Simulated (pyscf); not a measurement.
A first-order saddle from PySCF, ωB97X-D3(BJ)/def2-SVP:

```xyz
19

Be    -0.2378    -0.1164     1.3408
C     -0.0963    -1.6833     0.2771
C     -0.0115    -1.2542    -1.1942
C     -1.2865     1.1919     1.0080
C     -0.5710     2.3708     0.3181
H     -1.1395    -1.9473     0.5476
H      0.4604    -2.6271     0.4288
H     -0.3102    -2.0580    -1.8879
H      1.0169    -0.9584    -1.4633
H     -0.6596    -0.3866    -1.3976
H     -2.1450     0.8750     0.3849
H     -1.7327     1.5562     1.9549
H      0.2659     2.7535     0.9292
H     -1.2382     3.2295     0.1226
H     -0.1413     2.0754    -0.6558
N      1.1506    -0.3962     2.2427
H      0.8710    -1.1414     1.1962
H      1.1597    -1.0063     3.0582
H      1.8710     0.3167     2.3480
```
Charge 0, spin multiplicity 1.

Surface: singlet, charge 0. Lowest wavenumbers (cm⁻¹): 1523i, 42, 77, 115, 135.

Problem. Which two sides does it connect, and which bonds change?

Solution. H₃C–CH₂–Be–CH₂–CH₃ + NH₃ ⇌ H₃C–CH₂–Be–NH₂ + H₃C–CH₃, a four-centre exchange read from left to right: Be–C, H–N broken and Be–N, C–H formed. At ωB97M-D3(BJ)/def2-TZVP it lies +9.4 kcal/mol from the left side and +37.1 kcal/mol from the right (each side as separated species at their lowest minima found). On the reactant side the descent ends in an adduct with a Be–N contact (not fully relaxed), 21.5 kcal/mol under the separated species and 30.9 kcal/mol under the saddle at ωB97X-D3(BJ)/def2-TZVP. What is counted as formed (Be–N) is already present as a longer contact in the reactant adduct; forming that adduct is a step of its own. At the saddle there is also a short Be–H contact that neither side keeps. This is the saddle that the search found; another between the same sides may lie lower.
